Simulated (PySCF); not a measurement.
## Ionisation energy of S by level of theory

S [Ne] 3s2 3p4 (3P) → S⁺ [Ne] 3s2 3p3 (4S), as a difference of total energies. Calculation: PySCF 2.14, in x2c-QZVPPall (9s6p4d2f1g, 70 functions); scalar relativity by spin-free X2C-1e. Correlated levels: valence and next inner shell: 1s2 frozen. The calculations carry no spin-orbit coupling.

| method | ionisation energy (eV) |
| --- | --- |
| UHF | 9.219 |
| MP2 (valence and next inner shell) | 10.069 |
| SCS-MP2 (valence and next inner shell) | 10.165 |
| CCSD (valence and next inner shell) | 10.185 |
| CCSD(T) (valence and next inner shell) | 10.231 |

How much does correlation contribute at CCSD(T) (valence and next inner shell)?

10.231 − (9.219) = 1.012 eV, measured against UHF.

A first-order spin-orbit estimate (lowest level to lowest level, LS coupling) adds 0.023 eV.

Errors of the correlated levels include the incompleteness of this basis and the frozen core.

For comparison: 10.360 eV (measured; NIST Atomic Spectra Database, ionization energies).
